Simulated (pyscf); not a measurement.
H₂N–NH₂ + H atom (H•) -> ammonia (NH₃) + amino radical (NH₂•) (substitution at N; doublet surface; N–N broken, H–N formed). Optimised with ωB97X-D3(BJ)/def2-SVP in PySCF. MP2 and CC: frozen core, UHF for open shells. ΔMP2 is the change of the MP2 total energy from the triple- to the quadruple-zeta basis. Energies in eV from the separated reactants.

```
level                                barrier  reaction energy
--------------------------------  ----------  ---------------
PBE/def2-TZVP                     (withheld)            -1.58
B3LYP-D3(BJ)/def2-TZVP                  0.20            -1.85
PBE0-D3(BJ)/def2-TZVP                   0.36            -1.66
M06-2X/def2-TZVP                        0.57            -1.65
HF/def2-TZVP                            1.22            -2.13
CCSD/def2-TZVPP                         0.52            -1.97
CCSD(T)/def2-TZVPP + ΔMP2(QZVPP)  (withheld)       (withheld)
```

### Question
Fill in the missing entries.

### Answer

- PBE/def2-TZVP, barrier: 0.08
- CCSD(T)/def2-TZVPP + ΔMP2(QZVPP), barrier: 0.42
- CCSD(T)/def2-TZVPP + ΔMP2(QZVPP), reaction energy: -1.87

The same reactants have a lower exit, to •HN–NH₂ + H₂ (barrier +0.19 eV at ωB97M-D3(BJ), against +0.48 eV here). One saddle was located; it need not be the lowest between these sides. The angle at the attacked N is 157°. The CCSD(T) − MP2 part came from Ansatz, without density fitting, on the same reference.
